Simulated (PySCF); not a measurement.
Species: C₄H₄FN.
Atom-mapped SMILES: `[F:1][c:2]1[cH:3][cH:4][cH:5][nH:6]1` (hydrogens: H7 on C3; H8 on C4; H9 on C5; H10 on N6)

Method: PBE/def2-SVP geometry optimisation, gas phase in PySCF.

Question: What internal coordinates does the optimisation give?

Answer: 
```
  bond  length (Å)
 F1–C2       1.336
 C2–C3       1.383
 C3–C4       1.434
 C4–C5       1.388
 C5–N6       1.386
 C2–N6       1.371
 C3–H7       1.094
 C4–H8       1.096
 C5–H9       1.095
N6–H10       1.019
```

A selection of angles:
```
    angle  degrees
 F1–C2–C3    130.9
 F1–C2–N6    119.2
 C3–C2–N6    109.9
 C2–C3–C4    105.6
 C2–C3–H7    126.1
 C4–C3–H7    128.3
 C3–C4–C5    108.2
 C3–C4–H8    126.2
 C5–C4–H8    125.6
 C4–C5–N6    107.6
 C4–C5–H9    131.4
 N6–C5–H9    121.0
C5–N6–H10    126.8
 C2–N6–C5    108.7
C2–N6–H10    124.6
```

The 6 heavy atoms lie in one plane (0.001 Å rms). N6 (pyrrole-type nitrogen) is planar (angles 126.8°, 124.6° and 108.7°, sum 360.0°, 0.00 Å off the plane of its three neighbours). The 5-membered ring C2–C3–C4–C5–N6 has internal angles of 105.6° to 109.9° (sum 540°, against 540° for a flat polygon); it is planar, 0.00 Å rms from its mean plane, widest ring torsion 0°. The 3 C–C bonds span 1.383 Å (C2–C3, aromatic) to 1.434 Å (C3–C4, aromatic), a spread of 0.051 Å.

Point group: Cs (every atom within 0.08 Å of its image). Stationary, but not proved a minimum.

The run took 23 s wall on Arm Neoverse V2, one thread, shared host with 96 logical CPUs at a one-minute load of 50, and the process peaked at 0.45 GiB of memory. This is the geometry optimisation.
